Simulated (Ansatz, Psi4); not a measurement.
# Worked example: vertical energy of the quartet above the doublet of N2H (SMILES [N]=N)

The species is N2H (3 atoms), meant as a doublet with charge 0. As SMILES, `[N]=N`. The shape is that of a PBE0-D4/def2-TZVP optimisation.

```xyz
3

N     0.7105   -0.6067    0.3262
N    -0.2687   -0.2177   -0.1701
H    -0.4419    0.8244   -0.1561
```

Both states at this one shape; open shells run unrestricted unless said. 1 Eh = 27.2114 eV.

```tsv
level	program	doublet N2H (Eh)	quartet N2H (Eh)
UM06-2X/def2-TZVPPD	Psi4	-110.030130	-109.801813
UPBE0/def2-TZVPPD	Psi4	-109.952692	-109.731914
RPA@PBE/def2-TZVPPD, 2 core orbitals frozen	Ansatz	-110.041959	-109.814255
```

Task: Work out the vertical gap, second state less first, at each level.

Result: 
1. UM06-2X/def2-TZVPPD: -109.801813 − (-110.030130) = 0.228317 Eh = 6.21 eV.
2. UPBE0/def2-TZVPPD: -109.731914 − (-109.952692) = 0.220778 Eh = 6.01 eV.
3. RPA@PBE/def2-TZVPPD: -109.814255 − (-110.041959) = 0.227704 Eh = 6.20 eV.

No measured value is set beside it here; the levels span 6.01 to 6.21 eV.
